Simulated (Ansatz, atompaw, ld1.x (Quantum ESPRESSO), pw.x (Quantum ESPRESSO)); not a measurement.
Which Re potential is closest to all-electron in the bcc crystal?

All use PBEsol, scalar-relativistic, no spin, cutoffs from each file’s atomic test, pw.x 7.5; 15³ k-points, Fermi–Dirac smearing 0.01 Ry. Δ is the rms difference from all-electron LAPW of the E(V) curves that follow from fits to the pressures, over ±6 % in volume. Mesh and smearing are coarse and serve the comparison alone. The files are a selection: those with a ghost or negative overlap were mostly not run, and those with noisy or unconverged pressures or nearly equal Δ are left out.

All-electron: a0 = 3.087 Å (V0 = 14.71 Å³/atom), B0 = 377.2 GPa.

(1) Rank them by Δ, smallest first.
A. PAW, atompaw 4.2.0.5, PBEsol; core [Kr] 4d10 4f14, reference 5s2 5p6 5d5 6s2 6p0; waves: 5s (bound): rc 1.85 bohr; 6s (bound): rc 2.40 bohr; 5p (bound): rc 2.05 bohr; 6p (bound, empty): rc 2.40 bohr; 5d (bound): rc 2.40 bohr; 5d channel at 2.2 Ry: rc 2.40 bohr; local part: bessel scheme, radius 2.15 bohr; core correction: smooth core density matched at 1.40 bohr; augmentation: sinc compensation charge, radius 2.30 bohr; PAW radius 2.40 bohr; waves and projectors: custom polynom2 7 10 vanderbiltortho.
B. norm-conserving Troullier–Martins (Kleinman–Bylander form), ld1.x (Quantum ESPRESSO) 7.5, PBEsol; core [Xe] 4f14, reference 5d5 6s2 6p0; waves: 6p (bound, empty): rc 3.10 bohr; 5d (bound): rc 2.50 bohr; 6s (bound): rc 2.45 bohr; local part: the s channel; core correction: a·sin(br)/r model core inside 1.35 bohr.
C. PAW, atompaw 4.2.0.5, PBEsol; core [Xe] 4f14, reference 5d5 6s2 6p0; waves: 6s (bound): rc 3.00 bohr; 6s channel at 4.4 Ry: rc 2.10 bohr; 6p (bound, empty): rc 3.00 bohr; 6p channel at 2.5 Ry: rc 3.00 bohr; 5d (bound): rc 3.00 bohr; 5d channel at 1.8 Ry: rc 3.00 bohr; local part: bessel scheme, radius 2.90 bohr; core correction: smooth core density matched at 2.05 bohr; augmentation: sinc compensation charge, radius 2.95 bohr; PAW radius 3.00 bohr; waves and projectors: custom polynom gramschmidtortho.

## Answers

(1) A (12.7 meV/atom), B (40.5 meV/atom), C (58.4 meV/atom).
